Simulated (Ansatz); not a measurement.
# CH₂ClSi radical (SMILES [SiH]=CCl): functionals against CCSD(T) at one geometry

Aim: energy, forces and dipole at a structure displaced at random from a GFN2-xTB minimum, from CCSD(T) and from density functionals.

Computed with Ansatz 0.2.0, Gaussian basis. Level: single points in def2-TZVPP.

Correlated methods freeze the cores. Orbitals are unrestricted.

### Step 1. The starting structure

SMILES `[SiH]=CCl`, 5 atoms, charge 0, spin multiplicity 2.

Atoms are counted from 1 here; the program's logs count them from 0.

Bond lengths: Si1–C2 1.864 Å, Si1–H4 1.578 Å, C2–Cl3 1.846 Å, C2–H5 1.049 Å. Angles: C2–Si1–H4 104.2°, Si1–C2–Cl3 117.9°, Si1–C2–H5 121.6°, Cl3–C2–H5 112.2°.

As a file:

```csv
atom,x (Å),y (Å),z (Å)
Si1,-0.50230,0.96940,-0.76610
C2,0.30970,-0.33370,0.29120
Cl3,2.15310,-0.43610,0.27400
H4,-1.94380,0.39410,-1.05230
H5,-0.09410,-0.62100,1.21590
```

### Step 2. CCSD(T)/def2-TZVPP

Contents of run/in.yaml:

```yaml
crystal:
  periodic: [false, false, false]
  atoms:
    - {symbol: Si, position_ang: [-0.502300, 0.969400, -0.766100]}
    - {symbol: C, position_ang: [0.309700, -0.333700, 0.291200]}
    - {symbol: Cl, position_ang: [2.153100, -0.436100, 0.274000]}
    - {symbol: H, position_ang: [-1.943800, 0.394100, -1.052300]}
    - {symbol: H, position_ang: [-0.094100, -0.621000, 1.215900]}
basis:
  gaussian: {orbitals: def2-TZVPP}
magnetization: {spin_polarized: true, initial_magnetization: 1}
correlation: {method: ccsd_t}
scf: {omitted_lower_state_checks: [cluster_reference]}
output: {forces: true}
```

No record of the launch command was kept for these runs.

### Step 3. PBE0-D4/def2-TZVPP

run/in.yaml, as its differences from that of step 2:

```diff
@@ -11,4 +11,3 @@
 magnetization: {spin_polarized: true, initial_magnetization: 1}
-correlation: {method: ccsd_t}
-scf: {omitted_lower_state_checks: [cluster_reference]}
-output: {forces: true}
+hamiltonian: {xc: pbe0, dispersion: d4}
+output: {forces: true, orbitals: {seedname: orbitals}}
```

### Step 4. wB97M-V/def2-TZVPP

run/in.yaml, as its differences from that of step 3:

```diff
@@ -11,3 +11,3 @@
 magnetization: {spin_polarized: true, initial_magnetization: 1}
-hamiltonian: {xc: pbe0, dispersion: d4}
-output: {forces: true, orbitals: {seedname: orbitals}}
+hamiltonian: {xc: {name: wB97M-V}}
+output: {forces: true}
```

### Step 5. r2SCAN-D4/def2-TZVPP

run/in.yaml, as its differences from that of step 4:

```diff
@@ -11,3 +11,3 @@
 magnetization: {spin_polarized: true, initial_magnetization: 1}
-hamiltonian: {xc: {name: wB97M-V}}
+hamiltonian: {xc: r2scan, dispersion: d4}
 output: {forces: true}
```

### Step 6. PBE-D4/def2-TZVPP

run/in.yaml, as its differences from that of step 5:

```diff
@@ -11,3 +11,3 @@
 magnetization: {spin_polarized: true, initial_magnetization: 1}
-hamiltonian: {xc: r2scan, dispersion: d4}
+hamiltonian: {xc: pbe, dispersion: d4}
 output: {forces: true}
```

### Step 7. revPBE-D4/def2-TZVPP

run/in.yaml, as its differences from that of step 6:

```diff
@@ -11,3 +11,3 @@
 magnetization: {spin_polarized: true, initial_magnetization: 1}
-hamiltonian: {xc: pbe, dispersion: d4}
+hamiltonian: {xc: {name: revPBE}, dispersion: d4}
 output: {forces: true}
```

### Step 8. r2SCANh-D4/def2-TZVPP

run/in.yaml, as its differences from that of step 7:

```diff
@@ -11,3 +11,3 @@
 magnetization: {spin_polarized: true, initial_magnetization: 1}
-hamiltonian: {xc: {name: revPBE}, dispersion: d4}
+hamiltonian: {xc: {name: r2SCANh}, dispersion: d4}
 output: {forces: true}
```

(Steps that only read results are left out.)

What does the calculation give? Wanted: energy less free atoms, CCSD(T)/def2-TZVPP; RMS force component; RMS force error; HOMO and LUMO, PBE0-D4; T1 diagnostic.

The runs gave:

| quantity | value |
| --- | --- |
| energy less free atoms, CCSD(T)/def2-TZVPP | -1352.1 kJ/mol |
| RMS force component | 1.035 to 1.143 eV/Å over the methods |
| RMS force error | PBE0-D4 0.138, wB97M-V 0.090, r2SCAN-D4 0.123, PBE-D4 0.198, revPBE-D4 0.176, r2SCANh-D4 0.102 eV/Å |
| HOMO and LUMO, PBE0-D4 | -6.80 and -3.54 eV |
| T1 diagnostic | 0.048 |

**Reading.** Against CCSD(T) the functionals' energies less atoms differ by -118.8 to -60.1 kJ/mol, PBE-D4 by -118.8 kJ/mol. CCSD(T) in triple zeta still lacks some correlation energy of the bonds, so part of these gaps is its own basis error and they don't rank the functionals. On forces the order runs from wB97M-V to PBE-D4. The T1 diagnostic is large here, over the usual mark for main-group molecules (transition-metal compounds often pass it harmlessly), so CCSD(T) itself may be off. The unrestricted reference is spin-contaminated, which hurts MP2 most.
